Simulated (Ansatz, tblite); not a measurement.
# The cluster Be₂S₂: charged states by level of theory

An exercise on one series of results from a longer session: the logs are not shown, and one member is left open.

The runs use Ansatz 0.2.0, Gaussian basis; as each input shows.

Levels to be run: charge +1 doublet, at the geometry of the singlet (PBE0-D4/def2-TZVP, PBE-D4/def2-TZVP, r2SCAN-D4/def2-TZVP, CCSD(T)/def2-TZVPP); charge -1 doublet, at the geometry of the singlet (PBE0-D4/def2-TZVPD, PBE-D4/def2-TZVPD, r2SCAN-D4/def2-TZVPD, CCSD(T)/def2-TZVPD); the starting singlet's energies come from earlier runs.

## The geometry

The singlet was relaxed beforehand with PBE-D4/def2-TZVP. At that level it is the lowest of the isomers that a small search found.

4 atoms, charge 0, spin multiplicity 1.

Atoms are counted from 1 here; the program's logs count them from 0.

Bond lengths: Be1–S3 1.934 Å, Be1–S4 1.934 Å, Be2–S3 1.934 Å, Be2–S4 1.934 Å. Angles: S3–Be1–S4 119.6°, S3–Be2–S4 119.6°, Be1–S3–Be2 60.4°, Be1–S4–Be2 60.4°.

Set-up of the first run:

File in.yaml:

```yaml
crystal:
  periodic: [false, false, false]
  atoms:
    - {symbol: Be, position_ang: [-0.786581, 0.151180, 0.552015]}
    - {symbol: Be, position_ang: [0.786582, -0.151181, -0.552013]}
    - {symbol: S, position_ang: [0.726743, -0.822918, 1.260927]}
    - {symbol: S, position_ang: [-0.726744, 0.822919, -1.260929]}
basis:
  gaussian: {orbitals: def2-TZVP}
total_charge: 1
magnetization: {spin_polarized: true, initial_magnetization: 1}
hamiltonian: {xc: pbe0, dispersion: d4}
output: {orbitals: {seedname: orbitals}}
```

On the command line:

```bash
$ ansatz run in.yaml --threads 2 --pin off --events-out ev --progress --plain --max-ram 4352MiB
```

Among the steps run: Charge +1 doublet at the fixed geometry, PBE0-D4/def2-TZVP; Charge +1 doublet at the fixed geometry, PBE-D4/def2-TZVP; Charge +1 doublet at the fixed geometry, r2SCAN-D4/def2-TZVP; Charge +1 doublet at the fixed geometry, CCSD(T)/def2-TZVPP; Charge -1 doublet at the fixed geometry, PBE0-D4/def2-TZVPD; Charge -1 doublet at the fixed geometry, PBE-D4/def2-TZVPD; Charge -1 doublet at the fixed geometry, r2SCAN-D4/def2-TZVPD; Charge -1 doublet at the fixed geometry, CCSD(T)/def2-TZVPD.

One table of the session follows, with a row left open; its other results are not shown here.

It belongs to the step «Vertical electron affinity». 

| method | vertical electron affinity (eV) |
| --- | --- |
| HF/def2-TZVPD | 0.74 |
| PBE-D4/def2-TZVPD | 1.55 |
| r2SCAN-D4/def2-TZVPD | 1.56 |
| PBE0-D4/def2-TZVPD | 1.47 |
| MP2/def2-TZVPD | ? |
| CCSD/def2-TZVPD | 1.26 |
| CCSD(T)/def2-TZVPD | 1.34 |

Q: Estimate the row for MP2/def2-TZVPD from the others.

The run gave: vertical electron affinity (eV): 1.28. In the column «vertical electron affinity (eV)» it lies between CCSD/def2-TZVPD (1.26) and CCSD(T)/def2-TZVPD (1.34).

Caveats from the session: The anion's highest level is positive in at least one run, so there the basis alone may hold the extra electron.
